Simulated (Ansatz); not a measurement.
# AlH₃S: one species, many methods

Aim: compute AlH₃S with functionals from several rungs and with coupled cluster. The yardstick is the atomisation energy at the CCSD(T) limit.

Method: functionals in def2-TZVPP, the program's frozen cores in correlated methods; program: Ansatz 0.2.0, Gaussian basis.

The runs, in order: LDA (SPW92), PBE-D4, revPBE-D4, BLYP-D4, r2SCAN-D4, B97M-V, PBE0-D4, B3LYP-D4, r2SCANh-D4, r2SCAN0-D4, HSE06-D4, BHLYP-D4, CAM-B3LYP-D4, LC-ωPBE, ωB97X-V, ωB97M-V, B2PLYP, PBE-QIDH; CCSD(T)/def2-SVP; CCSD(T)/def2-TZVPP; CCSD(T)/def2-QZVPP; extrapolation to the limit; RPA on PBE.

### 1 The geometry

The geometry comes from an earlier relaxation with PBE0-D4 in a triple-zeta def2 set; it is a stationary point.

SMILES `[AlH2][SH]`, 5 atoms, charge 0, spin multiplicity 1.

Atoms are counted from 1 here; the program's logs count them from 0.

Bond lengths: Al1–S2 2.181 Å, Al1–H3 1.579 Å, Al1–H4 1.581 Å, S2–H5 1.344 Å. Angles: S2–Al1–H3 116.5°, S2–Al1–H4 118.9°, H3–Al1–H4 124.6°, Al1–S2–H5 93.7°.

### 2 LDA

This LDA is Slater exchange with PW92 correlation.

File in.yaml:

```yaml
crystal:
  periodic: [false, false, false]
  atoms:
    - {symbol: Al, position_ang: [-0.616069, -0.064236, -0.181718]}
    - {symbol: S, position_ang: [1.129094, -0.343068, 1.096562]}
    - {symbol: H, position_ang: [-1.981651, -0.650101, 0.351130]}
    - {symbol: H, position_ang: [-0.441078, 0.696002, -1.556429]}
    - {symbol: H, position_ang: [1.959705, 0.287803, 0.248953]}
basis:
  gaussian: {orbitals: def2-TZVPP}
hamiltonian: {xc: lda}
output: {orbitals: {seedname: orbitals}}
```

Further steps of the session: PBE-D4 (GGA); revPBE-D4 (GGA); BLYP-D4 (GGA); r2SCAN-D4 (meta-GGA); B97M-V (meta-GGA); PBE0-D4 (hybrid); B3LYP-D4 (hybrid); r2SCANh-D4 (hybrid); r2SCAN0-D4 (hybrid); HSE06-D4 (hybrid); BHLYP-D4 (hybrid); CAM-B3LYP-D4 (range-separated); LC-ωPBE-D4 (range-separated); ωB97X-V (range-separated); ωB97M-V (range-separated); B2PLYP (double hybrid); PBE-QIDH (double hybrid); CCSD(T) in def2-SVP; CCSD(T) in def2-TZVPP; CCSD(T) in def2-QZVPP; RPA on PBE orbitals.

Before running them: what should the planned runs give, taken together? Wanted: atomisation energy, CCSD(T)/CBS; farthest beyond LDA; mean size of error, GGA; mean size of error, meta-GGA; mean size of error, hybrid; mean size of error, range-separated; mean size of error, double hybrid; gap, smallest and largest; T1 diagnostic.

**Answer**, as computed:

| quantity | value |
| --- | --- |
| atomisation energy, CCSD(T)/CBS | 1314.6 kJ/mol |
| functionals within 6.6 kJ/mol (0.5 %) | r2SCAN-D4, ωB97X-V, ωB97M-V |
| farthest beyond LDA | revPBE-D4 (-44.0 kJ/mol) |
| mean size of error, GGA | 33.1 kJ/mol |
| mean size of error, meta-GGA | 17.5 kJ/mol |
| mean size of error, hybrid | 22.0 kJ/mol |
| mean size of error, range-separated | 13.1 kJ/mol |
| mean size of error, double hybrid | 29.2 kJ/mol |
| gap, smallest and largest | 4.44 eV (LDA (SPW92)), 11.15 eV (LC-ωPBE) |
| T1 diagnostic | 0.0109 |
| triples share of the correlation energy | 3.7 % |

What this shows: LDA overbinds by 124.9 kJ/mol (9 %). PBE-D4 misses by -25.6 kJ/mol. Double hybrids carry the basis error of their MP2 part in triple zeta, and no dispersion term here, so their miss is partly the set-up's. Taken by rung, range-separated functionals do best (13.1 kJ/mol on average) and GGA ones worst beyond LDA (33.1 kJ/mol). The gap between the best rungs is small, so their order is not settled. Misses under about 6.6 kJ/mol are within the doubt on the reference itself, which lacks core-valence correlation, relativity and higher excitations. Hartree-Fock recovers 75 % of the binding; the rest is correlation. CCSD(T) in def2-SVP is off by -95.8 kJ/mol, which most functionals beat. Orbital gaps span 4.4 to 11.1 eV; exact exchange widens them.
